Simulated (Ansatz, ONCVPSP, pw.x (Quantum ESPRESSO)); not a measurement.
# What a changed setting does to a pw.x run (bcc Ta)

Potential: optimised norm-conserving Vanderbilt (ONCV), ONCVPSP 4.0.1.1 (patched build), PBE; core [Kr] 4d10 4f14, reference 5s2 5p6 5d3 6s1; waves: 5s+6s: rc 1.60 bohr, ncon 4, nbas 9, qcut 6.4 1/bohr, 2 projectors; 5p: rc 1.56 bohr, ncon 4, nbas 8, qcut 6.3 1/bohr, 3 projectors, debl 2.6 Ha; 5d: rc 2.65 bohr, ncon 3, nbas 7, qcut 5 1/bohr, 1 projector; local part: polynomial inside 1.00 bohr (lpopt 2, dvloc0 1 Ha); core correction: polynomial model core, fcfact 0.75.

The reference run (k-mesh 14³, cutoffs 160/640 Ry, Fermi–Dirac 0.01 Ry, mixing_beta 0.4, conv_thr 1e-9, no spin) gives -0.45 GPa at 18.192 Å³/atom, where all-electron LAPW gives 1.22 GPa. This run, with its own iteration cap, changes degauss to 0.005.

```
&control
  calculation='scf', prefix='x', pseudo_dir='./', outdir='./tmp', tstress=.true., disk_io='none'
/
&system
  ibrav=0, nat=1, ntyp=1, ecutwfc=160, ecutrho=640, nbnd=14,
  occupations='smearing', smearing='fd', degauss=0.005
/
&electrons
  conv_thr=1e-09, mixing_beta=0.4, electron_maxstep=50
/
ATOMIC_SPECIES
Ta 1.0 Ta.UPF
CELL_PARAMETERS angstrom
  -1.65681297 1.65681297 1.65681297
  1.65681297 -1.65681297 1.65681297
  1.65681297 1.65681297 -1.65681297
ATOMIC_POSITIONS crystal
Ta 0.0000 0.0000 0.0000
K_POINTS automatic
14 14 14 0 0 0
```

```bash
pw.x < Ta.scf.in > Ta.scf.out
```

Question: How does the run end?

Answer: It converges in 8 iterations; the free energy moves by +27.7 meV/atom and the pressure by -0.28 GPa. In a metal, with Fermi–Dirac smearing, F lies below its zero-width value by a term in the square of the width.

```
Message from routine setup:
     using ibrav=0 with symmetry is DISCOURAGED, use correct ibrav instead
     lattice parameter (alat)  =       5.4229  a.u.
     unit-cell volume          =     122.7657 (a.u.)^3
     number of electrons       =        13.00
     number of Kohn-Sham states=           14
     kinetic-energy cutoff     =     160.0000  Ry
     charge density cutoff     =     640.0000  Ry
     scf convergence threshold =      1.0E-09
     Exchange-correlation= PBE
     number of k points=   104  Fermi-Dirac smearing, width (Ry)=  0.0050
     iteration #  1     ecut=   160.00 Ry     beta= 0.40
     total energy              =    -156.64476793 Ry
     estimated scf accuracy    <       0.61426358 Ry
     iteration #  2     ecut=   160.00 Ry     beta= 0.40
     total energy              =    -156.62706957 Ry
     estimated scf accuracy    <       0.09095222 Ry
     iteration #  3     ecut=   160.00 Ry     beta= 0.40
     total energy              =    -156.64540060 Ry
     estimated scf accuracy    <       0.00083017 Ry
     [... 2 iterations left out ...]
     iteration #  6     ecut=   160.00 Ry     beta= 0.40
     total energy              =    -156.64550337 Ry
     estimated scf accuracy    <       0.00000009 Ry
     iteration #  7     ecut=   160.00 Ry     beta= 0.40
     total energy              =    -156.64550338 Ry
     estimated scf accuracy    <          6.0E-09 Ry
     iteration #  8     ecut=   160.00 Ry     beta= 0.40
     the Fermi energy is    18.3404 ev
!    total energy              =    -156.64550338 Ry
     estimated scf accuracy    <          1.8E-10 Ry
     smearing contrib. (-TS)   =      -0.00123583 Ry
     The total energy is F=E-TS. E is the sum of the following terms:
     one-electron contribution =     -15.19193820 Ry
     hartree contribution      =      14.42293577 Ry
     xc contribution           =     -57.65654473 Ry
     ewald contribution        =     -98.21872040 Ry
     convergence has been achieved in   8 iterations
          total   stress  (Ry/bohr**3)                   (kbar)     P=       -7.35
     Message from routine punch:
     Nothing written, as per user request (disk_io='none')
```

The run took about 3 min on one core of a shared host (Neoverse-N1, 64 threads, 124 GiB, load 54).
